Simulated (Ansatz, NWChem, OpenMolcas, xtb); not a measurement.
# Errors in the dipole moment

6 molecules without hydrogen; the dipole moment in D, computed less measured. Shapes, held fixed at every level: PBE0-D4/def2-TZVP. No vibrational averaging. Dipoles are compared by magnitude; molecules under 1 D, whose direction can flip, are left out. Programs: Ansatz 0.2.0, NWChem 7.3.0, OpenMolcas 26.06, xtb 6.7.1. A level may come from different programs for different species; with the same settings they agree closely. Measured values: NIST CCCBDB.

Levels: A = GFN0-xTB; B = HF/def2-SVP; C = B3LYP/6-31G* (Cartesian functions); D = B3LYP-D4/def2-TZVPP.

```
                     molecule  measured      A      B      C      D
NS (Mononitrogen monosulfide)      1.81  +3.90  -0.17  -0.08  +0.08
         SO2 (sulfur dioxide)      1.63  +0.56  +0.66  +0.08  +0.10
          PF3 (SMILES FP(F)F)      1.03  +0.39  +0.52  -0.05  +0.02
   SCl2O2 (sulfuryl chloride)      1.81  -0.30  +0.48  -0.33  +0.05
    SO2F2 (sulfuryl fluoride)      1.12  -0.20  +0.01  +0.06  +0.01
C2F3N (cyanotrifluoromethane)      1.33  +1.29  -0.16  +0.15  +0.07
```

**Question.** Sum up the errors.

**Answer.** 
```json
{"level": "GFN0-xTB", "kind": "semi-empirical", "mean error": "+0.940", "mean absolute error": "1.107", "worst case": "NS"}
{"level": "HF/def2-SVP", "kind": "Hartree–Fock", "mean error": "+0.223", "mean absolute error": "0.333", "worst case": "SO2"}
{"level": "B3LYP/6-31G* (Cartesian functions)", "kind": "global hybrid", "mean error": "-0.028", "mean absolute error": "0.125", "worst case": "SCl2O2"}
{"level": "B3LYP-D4/def2-TZVPP", "kind": "global hybrid", "mean error": "+0.055", "mean absolute error": "0.055", "worst case": "SO2"}
```

On this set B3LYP-D4/def2-TZVPP has the smallest mean absolute error and GFN0-xTB the largest. GFN0-xTB is too high in 4 of 6; HF/def2-SVP is too high in 4 of 6; B3LYP-D4/def2-TZVPP is too high in 6 of 6. The levels differ in basis as well as in method. The tabulated value of C2F3N is in doubt (older tables, estimates, or at odds with other calculations) and kept here. Over the 5 molecules whose values aren't doubted the mean absolute errors are A 1.070; B 0.368; C 0.120; D 0.052. Spin contamination: NS (⟨S²⟩ up to 1.14). Open shells run unrestricted. The set is small.
